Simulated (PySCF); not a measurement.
Process, species as SMILES: CCCl → C[CH-]Cl + H+
B3LYP-D3(BJ)/def2-TZVP geometries, fixed; electronic energies without zero-point terms.

Effect of the auxiliary basis of density fitting at B3LYP/def2-SVP with PySCF, against the last row, where the deprotonation energy is 418.56 kcal/mol. The proton leaves the site shown, which need not be the most acidic.

| setting | fitting functions, largest species | largest shift of a total energy (mEh) | shift of the deprotonation energy (kcal/mol) |
|---|---|---|---|
| density fitting: autoaux | 474 | -0.029 | 0.022 |
| density fitting: def2-universal-jkfit | 368 | -0.050 | 0.010 |
| density fitting: cc-pvtz-jkfit | 429 | -0.117 | -0.010 |
| density fitting: cc-pvqz-jkfit | 615 | -0.079 | -0.012 |
| density fitting: none | - | 0.000 | 0.000 |

Within 0.02 kcal/mol in the deprotonation energy: density fitting: def2-universal-jkfit; density fitting: cc-pvtz-jkfit; density fitting: cc-pvqz-jkfit. The largest shift is 0.117 mEh in a total energy and 0.022 kcal/mol in the difference.
